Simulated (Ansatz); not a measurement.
Ansatz (an electronic-structure program) input:

Ansatz 0.2 input:
```yaml
crystal:
  periodic: [false, false, false]
  atoms:
    - {symbol: C, position_ang: [0.15843431, -0.00360145, 0.66878908]}
    - {symbol: Cl, position_ang: [-0.06875929, 1.47284799, -0.15074332]}
    - {symbol: Cl, position_ang: [-0.03583858, -1.47140540, -0.17439705]}
    - {symbol: H, position_ang: [0.82755792, -0.00291530, 1.51465181]}
basis:
  gaussian:
    orbitals: def2-TZVPD
hamiltonian:
  xc: {name: PBE0}
magnetization: {spin_polarized: true, initial_magnetization: 1}
output: {forces: true}
```

### Question
What final total energy does it print?

### Answer
-958.74068 Eh (PBE0/def2-TZVPD). The basis has 138 functions.

It need not be the lowest isomer of its formula.
